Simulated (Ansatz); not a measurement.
# SiH3+ (singlet): the correlation ladder at distance Si1–H3 = 1.321 Å, aug-cc-pVDZ

Aim: climb from Hartree-Fock through coupled cluster and multireference methods for SiH3+ (singlet) at one geometry and basis, and see what each rung misses.

Program: Ansatz 0.2.0, Gaussian basis. Level of theory: aug-cc-pVDZ, core rule «outside noble gas», up to 5 orbitals frozen. These are calculated values, not measurements.

The runs, in order: UHF; CCSD(T) on RHF; BCCD(T) on RHF; CISD; CCSDT(Q) on RHF; CCSDTQ on RHF; CASSCF and MRCISD+Q, 2 electrons in 2 orbitals; CASSCF and NEVPT2, 2 electrons in 2 orbitals; CASSCF and MRCISD+Q, 6 electrons in 7 orbitals; CASSCF and NEVPT4(SD), 6 electrons in 7 orbitals; CASSCF and NEVPT2, 6 electrons in 7 orbitals; Full CI.

6 further runs of the same task are left out: 6 for a known fault of the program.

## Step 1: The geometry

The geometry derives from a PBE0/def2-TZVP stationary point (not a proven minimum). One bond is set to the value named and the two fragments are kept rigid.

4 atoms, charge 1, spin multiplicity 1.

Atoms are counted from 1 here; the program's logs count them from 0.

Bond lengths: Si1–H2 1.472 Å, Si1–H3 1.321 Å, Si1–H4 1.472 Å. Angles: H2–Si1–H3 120.0°, H2–Si1–H4 120.0°, H3–Si1–H4 120.0°.

## Step 2: UHF

Input file in.yaml:

```yaml
crystal:
  periodic: [false, false, false]
  atoms:
    - {symbol: Si, position_ang: [-0.002487, 0.004213, -0.000010]}
    - {symbol: H, position_ang: [1.469456, 0.018438, -0.000106]}
    - {symbol: H, position_ang: [-0.674012, 1.141794, -0.002617]}
    - {symbol: H, position_ang: [-0.726139, -1.277636, 0.002991]}
basis:
  gaussian: {orbitals: aug-cc-pVDZ}
total_charge: 1
magnetization: {spin_polarized: true, initial_magnetization: 0}
hamiltonian: {xc: hf}
output: {orbitals: {seedname: orbitals}}
```

Command:

```sh
ansatz run in.yaml --threads 1 --pin off --events-out ev --progress --plain --max-ram 4096MiB --backend cpu
```

Further steps of the session: CCSD(T) on RHF; BCCD(T) on RHF; CISD; CCSDT(Q) on RHF; CCSDTQ on RHF; CASSCF and MRCISD+Q, 2 electrons in 2 orbitals; CASSCF and NEVPT2, 2 electrons in 2 orbitals; CASSCF and MRCISD+Q, 6 electrons in 7 orbitals; CASSCF and NEVPT4(SD), 6 electrons in 7 orbitals; CASSCF and NEVPT2, 6 electrons in 7 orbitals; Full CI.

Before running them: what should the planned runs give, taken together? Wanted: FCI below the RHF energy; RMP2 from FCI; RCCSD from FCI; RCCSD(T) from FCI; RCCSDT(Q) from FCI; NEVPT2 pair from FCI; MRCISD+Q pair from FCI; NEVPT2 valence from FCI; T1 diagnostic.

The runs gave:

```
                         quantity                                                                           value
         FCI below the RHF energy                                                                      -3.0691 eV
                    RMP2 from FCI                                                                    +70.7 kJ/mol
                   RCCSD from FCI                                                                     +5.3 kJ/mol
                RCCSD(T) from FCI                                                                     +1.3 kJ/mol
               RCCSDT(Q) from FCI                                                                      0.0 kJ/mol
             NEVPT2 pair from FCI                                                                    +70.8 kJ/mol
           MRCISD+Q pair from FCI                                                                     -1.8 kJ/mol
          NEVPT2 valence from FCI                                                                    +56.8 kJ/mol
levels within 1 kcal/mol (43 meV)  RCCSD(T), BCCD(T), RCCSDT, RCCSDT(Q), RCCSDTQ, MRCISD+Q pair, MRCISD+Q valence
                    T1 diagnostic                                                                           0.008
   effectively unpaired electrons                                                                            0.03
```

**Reading.** RCCSD(T) lands +1.3 kJ/mol from the yardstick (0.4 % of the correlation energy). MRCISD+Q pair falls below full CI: the +Q correction isn't variational, and the cores differ from full CI's. One determinant dominates. Of the multireference levels listed MRCISD+Q valence comes nearest in total energy (+0.9 kJ/mol), which doesn't show that its space is the better one. These misses are within one basis, not against nature.
